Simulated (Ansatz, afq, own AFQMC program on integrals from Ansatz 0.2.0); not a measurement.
# Where AFQMC and coupled cluster stand for H2O, singlet

```xyz
3

O     0.0000   -0.1463    0.1056
H     0.0000    1.8844   -2.5437
H     0.0000    0.4375    0.8672
```

Basis 6-31G. Only valence electrons are correlated. AFQMC by an in-house program on the Cholesky factors that Ansatz 0.2.0 writes for its CCSD(T) run. The CISD trial takes its coefficients from CCSD amplitudes. Released means that phaseless walkers are propagated on without the constraint, phases kept. Uncertainties: one standard error, sampling alone.

Determinant: RHF, the one that the program's search chose, which needn't be the lowest solution. The geometry is a point of a scan.

Full CI on the same integrals is exact in this basis and with this determinant's frozen core.

Cautions: restricted determinant unstable towards unrestricted (UHF 6.52 eV lower, ⟨S²⟩ 1.00); strong correlation (T1 0.046, weight of the determinant 0.54, largest double 0.89); (T) is large, 7 % of the CCSD correlation; CCSD(T) is in doubt: in a space of 8 electrons in 8 natural orbitals full CI lies 162 meV above it; the CCSDT(Q) amplitudes may be one of several solutions (largest double 0.94); the CCSDTQ amplitudes may be one of several solutions (largest double 0.94); the released energies move by 1.5 errors or more from one time to the next, so no released level is given (meV from the phaseless value at times in 1/Eh: -12 ± 30 at 0.24, -61 ± 33 at 0.51, -40 ± 30 at 0.99, -31 ± 33 at 1.62, -94 ± 38 at 2.40), though the last usable value meets full CI within the noise; the next higher spin lies close (full CI puts it 8 meV above).

- T1 diagnostic: 0.0462
- weight of the determinant in the CISD state: 0.537
- size of the correlated space: 8 electrons in 12 orbitals

```csv
level,correlation energy (eV)
MP2,-8.3771
CCSD,-8.8718
CCSD(T),-9.4735
```

Estimate where phaseless AFQMC with the Hartree–Fock trial lies against CCSD(T) on the same integrals.

310.2 ± 7.3 kJ/mol above CCSD(T).

Reference: full CI, correlation energy -9.203 eV. The cautions show a poor starting determinant, so the rows tell how each method copes with it here, and full CI is the sure value.

```csv
level,E − E(reference) (kJ/mol),share of correlation (%)
CCSD(T),-26.0,102.93
CCSDT,1.2,99.86
CCSDT(Q),-0.8,100.09
CCSDTQ,0.2,99.98
ph-AFQMC/HF,284.2 ± 7.3,68.00
ph-AFQMC/CISD,8.9 ± 2.7,98.99
```

CCSDT and higher add their correlation energy to the determinant of the CCSD(T) run, since their own runs factorise the integrals more tightly (a shift of under 2 meV). A walk keeps the symmetry of its determinant, which the program's search chose and which needn't be the lowest solution, so a lower state of the same spin and another symmetry isn't excluded.
